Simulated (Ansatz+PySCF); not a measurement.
Results of a calculation; reference values are marked as such.
A run of Ansatz (development build ahead of 0.2.0) on doublet C₃H₂N at this shape:

```xyz
6

C     0.0000   -0.0007   -1.1017
C     0.0000    0.1858    0.1877
C     0.0000    0.0289    1.5136
N     0.0000   -0.0463    2.7369
H     0.0000   -1.0015   -1.5357
H     0.0000    0.8337   -1.8007
```

Its results:

```json
{
  "Converged": "yes",
  "Reference energy": "-169.15034 hartree",
  "Correlation energy": "-0.65184 hartree",
  "Total energy": "-169.80218 hartree",
  "Spin squared of the determinant": "0.750",
  "Stability test": "minimum among restricted orbitals",
  "Occupied orbitals by symmetry in an Abelian subgroup (alpha; beta)": "12 A' 2 A''; 11 A' 2 A''"
}
```

Forces (eV/Å):
```
atom     Fx      Fy      Fz
  C1  0.000   0.053  -0.479
  C2  0.000  -0.189   0.913
  C3  0.000  -0.038   1.324
  N4  0.000   0.158  -1.995
  H5  0.000   0.099   0.119
  H6  0.000  -0.084   0.119
```

(1) Which input gives this output? Name the method, the orbitals and the basis set, and write the input.

## Answers

(1) ROHF-MP2 in cc-pVTZ.

```yaml
crystal:
  periodic: [false, false, false]
  atoms:
    - { symbol: C, position_ang: [0.0, -0.00066, -1.10173] }
    - { symbol: C, position_ang: [0.0, 0.18577, 0.18766] }
    - { symbol: C, position_ang: [0.0, 0.02894, 1.51357] }
    - { symbol: "N", position_ang: [0.0, -0.04627, 2.73693] }
    - { symbol: H, position_ang: [0.0, -1.00148, -1.53568] }
    - { symbol: H, position_ang: [0.0, 0.8337, -1.80074] }
basis:
  gaussian: { orbitals: cc-pVTZ }
magnetization:
  initial_magnetization: 1
hamiltonian:
  xc: hf
correlation:
  method: mp2
  frozen_orbitals: { C: 1, H: 0, "N": 1 }
output:
  forces: true
```

Caution: an unrestricted determinant lies well below; forces differ strongly between restricted and unrestricted references.
